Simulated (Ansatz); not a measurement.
# C₂H₇ (doublet): from Hartree-Fock to the top rungs at distance C1–H5 along a hydrogen transfer = 1.321 Å, cc-pVDZ

Aim: climb from Hartree-Fock through coupled cluster and multireference methods for C₂H₇ (doublet) at one geometry and basis, and see what each rung misses.

The runs use Ansatz 0.2.0, Gaussian basis; cc-pVDZ, core rule «outside noble gas», up to 2 orbitals frozen.

The runs, in order: UHF; CCSD(T) on ROHF; CCSD(T) on UHF; BCCD(T) on ROHF; CISD; CCSDT(Q) on ROHF; CCSDT(Q) on UHF; CASSCF and MRCISD+Q, 3 electrons in 3 orbitals; CASSCF and NEVPT2, 3 electrons in 3 orbitals; CASSCF and MRCISD+Q, 9 electrons in 9 orbitals; CASSCF and NEVPT2, 9 electrons in 9 orbitals.

## 1. The geometry

The geometry derives from fragments relaxed apart (PBE0/def2-TZVP) and kept rigid, so it is no stationary point. A hydrogen atom is moved between rigid fragments.

9 atoms, charge 0, spin multiplicity 2.

Atoms are counted from 1 here; the program's logs count them from 0.

Bond lengths: C1–H2 1.090 Å, C1–H3 1.090 Å, C1–H4 1.090 Å, C1–H5 1.321 Å, H5–C6 1.182 Å, C6–H7 1.080 Å, C6–H8 1.080 Å, C6–H9 1.080 Å. Angles: H2–C1–H3 109.5°, H2–C1–H4 109.5°, H2–C1–H5 109.5°, H3–C1–H4 109.5°, H3–C1–H5 109.5°, H4–C1–H5 109.5°, C1–H5–C6 180.0°, H5–C6–H7 90.0°, H5–C6–H8 90.0°, H5–C6–H9 90.0°, H7–C6–H8 120.0°, H7–C6–H9 120.0°, H8–C6–H9 120.0°.

## 2. UHF

in.yaml

```yaml
crystal:
  periodic: [false, false, false]
  atoms:
    - {symbol: C, position_ang: [-1.218414, 0.000000, 0.000000]}
    - {symbol: H, position_ang: [-1.581620, 1.027301, 0.000000]}
    - {symbol: H, position_ang: [-1.581620, -0.513650, 0.889668]}
    - {symbol: H, position_ang: [-1.581620, -0.513650, -0.889669]}
    - {symbol: H, position_ang: [0.102586, 0.000000, 0.000000]}
    - {symbol: C, position_ang: [1.284586, 0.000000, 0.000000]}
    - {symbol: H, position_ang: [1.284586, -1.080023, 0.000000]}
    - {symbol: H, position_ang: [1.284586, 0.540011, 0.935327]}
    - {symbol: H, position_ang: [1.284586, 0.540011, -0.935327]}
basis:
  gaussian: {orbitals: cc-pVDZ}
magnetization: {spin_polarized: true, initial_magnetization: 1}
hamiltonian: {xc: hf}
output: {orbitals: {seedname: orbitals}}
```

Launch:

```console
$ ansatz run in.yaml --threads 1 --pin off --events-out ev --progress --plain --max-ram 2816MiB --backend cpu
```

The runs that follow: CCSD(T) on ROHF; CCSD(T) on UHF; BCCD(T) on ROHF; CISD; CCSDT(Q) on ROHF; CCSDT(Q) on UHF; CASSCF and MRCISD+Q, 3 electrons in 3 orbitals; CASSCF and NEVPT2, 3 electrons in 3 orbitals; CASSCF and MRCISD+Q, 9 electrons in 9 orbitals; CASSCF and NEVPT2, 9 electrons in 9 orbitals.

Q: Predict the results of all the runs planned. Wanted: UCCSDT(Q) below the RHF energy; RMP2 from UCCSDT(Q); UMP2 from UCCSDT(Q); RCCSD from UCCSDT(Q); RCCSD(T) from UCCSDT(Q); UCCSD(T) from UCCSDT(Q); RCCSDT(Q) from UCCSDT(Q); NEVPT2 pair from UCCSDT(Q); MRCISD+Q pair from UCCSDT(Q).

The runs gave:

```
                         quantity                                                   value
   UCCSDT(Q) below the RHF energy                                             -10.2166 eV
              RMP2 from UCCSDT(Q)                                             +1356.8 meV
              UMP2 from UCCSDT(Q)                                             +1469.6 meV
             RCCSD from UCCSDT(Q)                                              +287.7 meV
          RCCSD(T) from UCCSDT(Q)                                               +34.9 meV
          UCCSD(T) from UCCSDT(Q)                                               +37.1 meV
         RCCSDT(Q) from UCCSDT(Q)                                                +0.4 meV
       NEVPT2 pair from UCCSDT(Q)                                             +1409.4 meV
     MRCISD+Q pair from UCCSDT(Q)                                              +152.3 meV
   NEVPT2 frontier from UCCSDT(Q)                                             +1515.5 meV
levels within 1 kcal/mol (43 meV)  RCCSD(T), UCCSD(T), BCCD(T), RCCSDT, UCCSDT, RCCSDT(Q)
                    T1 diagnostic                                                   0.015
```

RCCSD(T) lands +34.9 meV from the yardstick (0.3 % of the correlation energy). Of the multireference levels listed MRCISD+Q pair comes nearest in total energy (+152.3 meV), which doesn't show that its space is the better one. These misses are within one basis, not against nature; the frozen cores of restricted and unrestricted runs differ, which can shift their rows.
